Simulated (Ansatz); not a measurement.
## Ba2Br: from a trial structure to a relaxed crystal

All numbers below come from DFT PBE, scalar-relativistic, plane waves, PAW in Ansatz.

Ba2Br was placed on the anti-cadmium chloride structure type (R-3m, No. 166), with Br in place of Cd, Ba in place of Cl, at a guessed volume.

The final relaxation ran on this input, with the default PAW datasets:

```yaml
crystal:
  lattice:
    - [2.2432773618, 1.2951567887, 8.3608399461]
    - [-2.2432773618, 1.2951567887, 8.3608399461]
    - [0.0, -2.5903135774, 8.3608399461]
  atoms:
    - { symbol: Ba, position: [0.7586441411, 0.7586441411, 0.7586441411] }
    - { symbol: Ba, position: [0.2413558589, 0.2413558589, 0.2413558589] }
    - { symbol: Br, position: [0.0, 0.0, 0.0] }
basis:
  ecutwfc: 420
kpoints:
  mp_grid: { grid: [12, 12, 12] }
hamiltonian:
  xc: pbe
scf:
  occupations: { method: gaussian, width: 0.1 }
output:
  forces: true
  stress: true
  eigenvalues: true
relax:
  adjacent_minimum: "off"
  f_tol: 0.01
  max_steps: 80
  cell: { stress_tol: 0.05 }
```

Launched as:

```bash
ansatz run input.yaml --threads 1 --pin off --max-ram 2560MiB --backend cpu --events-out ev --progress --plain --runs-dir out
```

The run took 3.3 min on 1 thread of Intel(R) Xeon(R) Platinum 8259CL CPU @ 2.50GHz (Skylake/Cascade Lake), with other jobs on the host, peak memory 0.76 GiB.

The program printed at the end:

```
SCF converged after 5 iterations
Free energy (F): -14685.309448 eV
Harris-Foulkes:  -14685.309448 eV  (|F-HF|=1.64e-11)
Internal energy: -14685.285755 eV  (E = F + TS)
E sigma→0 (E₀):  -14685.297602 eV
Entropy (-TS):   -0.023693 eV (-7.898 meV/atom)
Fermi energy:    6.747179 eV
--- Per-component energies (eV) ---
  E_band       = -174.076126
  E_kinetic    = 467.704133
  E_local      = -972.732255  (includes V_loc(G=0)·N_el)
  E_nonlocal   = 184.149755
  E_hartree    = 301.212370
  E_xc         = -598.903453
  E_vxc        = -372.536869  (∫ρ·V_xc dr)
  E_paw        = -12698.228866  (= ΣΔE_a)
  E_vpaw       = -83.085620  (= ΣTr[D̂ρ^β])
  E_aug_tail   = -0.000004  (compensation charges beyond the density's cutoff)
  E_ewald      = -1368.487435
  E_smearing   = -0.023693  (= −TS)
  E_closure    = 0.000000  (closes the sum)
  Σ components = -14685.309448   (vs F -14685.309448, Δ=0.00e0)
--- Forces (eV/Å), atoms counted from 1 ---
  atom   1  Ba     0.00000000     0.00000000     0.00104580
  atom   2  Ba     0.00000000     0.00000000    -0.00104580
  atom   3  Br     0.00000000     0.00000000     0.00000000
  max |Σ_I F_I| component: 4.05e-18 eV/Å
--- Stress (GPa, compression-positive) ---
        0.005374       0.000000       0.000000
        0.000000       0.005374       0.000000
        0.000000       0.000000      -0.000502
  P = ⅓ Tr σ = 0.0034 GPa (0.034 kbar)
--- Relaxed structure (4 steps of the walk, 4 accepted, 1 SCFs on fresh bases) ---
  F+E_penalty+E_count = -14685.30944837 eV   max|allowed force component| = 1.046e-3 eV/Å   (the final SCF, on the basis selected at the relaxed cell)
  cell:  # Å, volume = 145.6753 Å³
    - [2.236207, 1.291075, 8.409527]
    - [-2.236207, 1.291075, 8.409527]
    - [0.000000, -2.582149, 8.409527]
  atoms:
    - { symbol: Ba, position: [0.758888, 0.758888, 0.758888] }
    - { symbol: Ba, position: [0.241112, 0.241112, 0.241112] }
    - { symbol: Br, position: [0.000000, 0.000000, 0.000000] }
```

Absolute energies hang on the potentials; compare differences alone.

The result has space group R-3m (No. 166). Ba has 3 Br at 3.48 Å; around Br lie 6 Ba at 3.48 Å.

Against the elements it lies at -1.01 eV/atom. Energies over the elements count from the elements' standard structures at the same level, with no empirical corrections.

The k mesh leaves about 4 meV/atom of noise in metals.

A structure relaxed within its symmetry needn't be a true minimum.